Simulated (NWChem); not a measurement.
Species: Si, triplet

Program: NWChem. Spin-unrestricted. The open p shell is one determinant without spherical averaging. No stability test was run on the SCF state. Total energies compare along this basis series because the functional is fixed.

```tsv
level	basis functions	energy (Ha)	highest occupied level (eV)	lowest empty minus highest occupied level, either spin (eV)
PBE0/cc-pVDZ	18	-289.2474	-5.56	2.23
PBE0/aug-cc-pVDZ	27	-289.2482	-5.63	2.20
PBE0/cc-pVTZ	34	-289.2540	-5.59	2.23
PBE0/aug-cc-pVTZ	50	-289.2543	-5.63	2.21
PBE0/cc-pVQZ	59	-289.2566	-5.62	2.22
```
